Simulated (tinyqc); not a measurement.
Inside a calculation. Method: UKS/PBE0 in the sto-6g basis, for CH, spin multiplicity 4. One step of it, computed by the program tinyqc.

Task: Orthogonalisation. S = U s U^T; symmetric (Loewdin) form X = U s^(-1/2) U^T, so that X^T S X = 1.

overlap S, lower triangle:
```
,1C 1s,1C 2s,1C 2px,1C 2py,1C 2pz,2H 1s
1C 1s,1.000000
1C 2s,0.243228,1.000000
1C 2px,0.000000,0.000000,1.000000
1C 2py,0.000000,0.000000,0.000000,1.000000
1C 2pz,0.000000,0.000000,0.000000,0.000000,1.000000
2H 1s,0.009557,0.150095,0.000000,0.000000,0.176932,1.000000
```

Give: eigenvalues of S; X.

Result:

eigenvalues of S: 0.700  0.854  1.000  1.000  1.136  1.310

X, lower triangle:
```
,1C 1s,1C 2s,1C 2px,1C 2py,1C 2pz,2H 1s
1C 1s,1.023
1C 2s,-0.128,1.033
1C 2px,0.000,0.000,1.000
1C 2py,0.000,0.000,0.000,1.000
1C 2pz,-0.002,0.011,0.000,0.000,1.012
2H 1s,0.010,-0.080,0.000,0.000,-0.092,1.021
```
